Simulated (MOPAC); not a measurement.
MOPAC input (PM3):

```
PM3 1SCF GEO-OK AUX(PRECISION=9) THREADS=1
C2F4

C     0.00319266 1    0.00643257 1    0.66040383 1
C    -0.00319266 1   -0.00643257 1   -0.66040383 1
F     0.02490825 1    1.11427502 1    1.37583632 1
F    -0.01150102 1   -1.08726216 1    1.39745609 1
F     0.01150102 1    1.08726216 1   -1.39745609 1
F    -0.02490825 1   -1.11427502 1   -1.37583632 1
```

Q: What heat of formation does the run end on, and which ionisation energy by Koopmans theorem?

A: -165.79 kcal/mol; 10.92 eV.
